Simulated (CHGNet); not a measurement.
## Antifluorite Mg₂Sn

Calculation: the machine-learned potential CHGNet 0.3.0 (trained on PBE and PBE+U data).

Cell (relaxed at this level):

```xyz
3
Lattice="0.0000 3.4066 3.4066 3.4066 0.0000 3.4066 3.4066 3.4066 0.0000" Properties=species:S:1:pos:R:3 pbc="T T T"
Mg     1.7033     1.7033     1.7033
Mg     5.1099     5.1099     5.1099
Sn     0.0000     0.0000     0.0000
```

```
Property                             Value
---------------------------  -------------
lattice constant a                 6.813 Å
equilibrium volume per atom  26.36 Å³/atom
```

Measured, for comparison: lattice constant a 6.766 Å, equilibrium volume per atom 25.82 Å³/atom (temperature not stated, not corrected to a static lattice; as tabulated in Freccero, Grin, Wagner, Dalton Trans. (2023), ESI). Computed (rounded) less measured: lattice constant a +0.7 %, equilibrium volume per atom +2.1 %.

A machine-learned potential is trained on density-functional data: it inherits that level's misses and adds fitting errors of its own.
